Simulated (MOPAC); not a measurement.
MOPAC input (MNDO):

```
MNDO PRECISE GNORM=0.05 LET XYZ CHARGE=-1 GEO-OK AUX(PRECISION=9) THREADS=1
C3H3

C     0.00000034 1   -0.00879282 1    0.11429267 1
C     0.00063634 1    0.06997282 1    1.38676583 1
C    -0.00016681 1    0.04932928 1   -1.23370407 1
H    -0.00240573 1   -0.82834392 1    2.00699519 1
H     0.92338430 1    0.07933898 1   -1.80581793 1
H    -0.92379778 1    0.08594923 1   -1.80530386 1
```

From the last part of the output:

```
                                                       MOPAC v23.2.5 Linux

          FINAL HEAT OF FORMATION =         66.48579 KCAL/MOL =     278.17653 KJ/MOL

          COSMO AREA              =         85.20 SQUARE ANGSTROMS
          COSMO VOLUME            =         66.78 CUBIC ANGSTROMS

          GRADIENT NORM           =          0.02630          =       0.01074 PER ATOM
          IONIZATION POTENTIAL    =          0.595639 EV
          HOMO LUMO ENERGIES (EV) =         -0.596  8.437
          NO. OF FILLED LEVELS    =          8
          MOLECULAR WEIGHT        =         39.0567         POINT GROUP:  C2v

          MOLECULAR DIMENSIONS (Angstroms)

            Atom       Atom       Distance
            H     6    H     4     4.29593
            H     5    H     6     1.79035
            C     2    C     3     0.00012

          SCF CALCULATIONS        =         23

   ATOM   CHEMICAL          X               Y               Z
  NUMBER   SYMBOL      (ANGSTROMS)     (ANGSTROMS)     (ANGSTROMS)

     1       C         -0.00009197  *  -0.03645262  *   0.10304947  *
     2       C         -0.00020895  *  -0.15739671  *   1.31691953  *
     3       C          0.00000703  *   0.09780833  *  -1.24385755  *
     4       H         -0.00027620  *  -0.26095197  *   2.35452277  *
     5       H          0.91629803  *   0.15204584  *  -1.82209643  *
     6       H         -0.91620449  *   0.15887851  *  -1.82157486  *

                             CARTESIAN COORDINATES

   1    C       -0.000091970    -0.036452621     0.103049467
   2    C       -0.000208949    -0.157396711     1.316919533
   3    C        0.000007030     0.097808334    -1.243857550
   4    H       -0.000276199    -0.260951966     2.354522773
   5    H        0.916298035     0.152045843    -1.822096434
   6    H       -0.916204488     0.158878512    -1.821574863

           Empirical Formula: C3 H3  =     6 atoms

      MOLECULAR POINT GROUP   :   C2v

                  EIGENVALUES
 -29.75614 -21.71893 -12.57812  -8.49059  -7.93152  -5.02369  -3.76091  -0.59564
   8.43659   9.04645  11.03233  11.96484  12.05849  13.54011  14.71761

              NET ATOMIC CHARGES AND DIPOLE CONTRIBUTIONS

  ATOM NO.   TYPE          CHARGE      No. of ELECS.   s-Pop       p-Pop
    1          C           0.046342        3.9537     1.18233     2.77133
    2          C          -0.597821        4.5978     1.21534     3.38248
    3          C          -0.526048        4.5260     1.18026     3.34579
    4          H           0.103297        0.8967     0.89670
    5          H          -0.012884        1.0129     1.01288
    6          H          -0.012886        1.0129     1.01289
 DIPOLE           X         Y         Z       TOTAL
 POINT-CHG.    -0.000    -0.088     0.878     0.883
 HYBRID        -0.000    -0.017     0.174     0.175
 SUM           -0.000    -0.105     1.052     1.058

          ATOMIC ORBITAL ELECTRON POPULATIONS

     Atom    s        px        py        pz
    1  C   1.18233   0.97403   0.90057   0.89673
    2  C   1.21534   1.03322   1.44983   0.89943
    3  C   1.18026   0.85517   1.63617   0.85445
    4  H   0.89670
    5  H   1.01288
    6  H   1.01289

 **********************
 *                    *
 * JOB ENDED NORMALLY *
 *                    *
 **********************

 == MOPAC DONE ==
```

The dipole moment of an ion depends on the origin.
